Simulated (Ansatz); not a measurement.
Geometry optimisation, RKS r2SCANh-D4/def2-SVP (Ansatz 0.2.0).

Input:

```yaml
crystal:
  periodic: [false, false, false]
  atoms:
    - { symbol: B, position_ang: [-0.130839, 0.322293, -0.720088] }
    - { symbol: "N", position_ang: [1.346225, -0.193737, 1.534159] }
    - { symbol: H, position_ang: [0.457253, -0.649267, 1.729521] }
    - { symbol: H, position_ang: [1.242208, 0.817976, 1.549855] }
    - { symbol: H, position_ang: [1.696814, -0.474325, 0.599118] }
    - { symbol: H, position_ang: [-1.14846, 0.17706, -0.004966] }
basis:
  gaussian: { orbitals: def2-SVP }
hamiltonian:
  xc: r2scanh
  dispersion: d4
relax:
  f_tol: 0.03
  max_steps: 50
```

Command:

```bash
$ ansatz run input.yaml --threads 1 --pin off --max-ram 2048MiB --backend cpu --events-out ev --progress --plain --runs-dir out
```

Question: Where does it end, and by what steps?

Answer: The run converged. After 19 steps the energy has fallen by 0.905 eV; N2 moved furthest, 0.68 Å. Joined: B1–N2.

```json
{"step": "0", "energy less start (eV)": "0.0000", "largest force component (eV/Å)": "0.876", "accepted": "yes"}
{"step": "1", "energy less start (eV)": "-0.0437", "largest force component (eV/Å)": "0.424", "accepted": "yes"}
{"step": "2", "energy less start (eV)": "-0.0500", "largest force component (eV/Å)": "0.310", "accepted": "yes"}
{"step": "3", "energy less start (eV)": "-0.0625", "largest force component (eV/Å)": "0.404", "accepted": "yes"}
{"step": "4", "energy less start (eV)": "-0.0756", "largest force component (eV/Å)": "0.432", "accepted": "yes"}
{"step": "5", "energy less start (eV)": "-0.0919", "largest force component (eV/Å)": "0.795", "accepted": "yes"}
{"step": "6", "energy less start (eV)": "-0.1022", "largest force component (eV/Å)": "0.938", "accepted": "yes"}
{"step": "7", "energy less start (eV)": "-0.2204", "largest force component (eV/Å)": "2.864", "accepted": "yes"}
{"step": "8", "energy less start (eV)": "-0.6462", "largest force component (eV/Å)": "2.418", "accepted": "yes"}
{"step": "9", "energy less start (eV)": "-0.8279", "largest force component (eV/Å)": "1.545", "accepted": "yes"}
{"step": "10", "energy less start (eV)": "-0.8648", "largest force component (eV/Å)": "0.851", "accepted": "yes"}
{"step": "11", "energy less start (eV)": "-0.8829", "largest force component (eV/Å)": "0.569", "accepted": "yes"}
{"step": "12", "energy less start (eV)": "-0.8819", "largest force component (eV/Å)": "0.338", "accepted": "no"}
{"step": "13", "energy less start (eV)": "-0.8971", "largest force component (eV/Å)": "0.126", "accepted": "yes"}
{"step": "14", "energy less start (eV)": "-0.9000", "largest force component (eV/Å)": "0.227", "accepted": "yes"}
{"step": "15", "energy less start (eV)": "-0.9025", "largest force component (eV/Å)": "0.151", "accepted": "yes"}
{"step": "16", "energy less start (eV)": "-0.9037", "largest force component (eV/Å)": "0.085", "accepted": "yes"}
{"step": "17", "energy less start (eV)": "-0.9045", "largest force component (eV/Å)": "0.039", "accepted": "yes"}
{"step": "18", "energy less start (eV)": "-0.9044", "largest force component (eV/Å)": "0.046", "accepted": "no"}
{"step": "19", "energy less start (eV)": "-0.9046", "largest force component (eV/Å)": "0.012", "accepted": "yes"}
```

```xyz
6
Properties=species:S:1:pos:R:3
B 0.077 0.306 -0.365
N 0.936 -0.133 1.000
H 0.527 -0.731 1.735
H 1.126 0.786 1.419
H 1.851 -0.504 0.747
H -1.053 0.277 0.152
```

The run took 29 s on 1 thread of Arm Neoverse V1, on a shared host, peak memory 0.11 GiB.
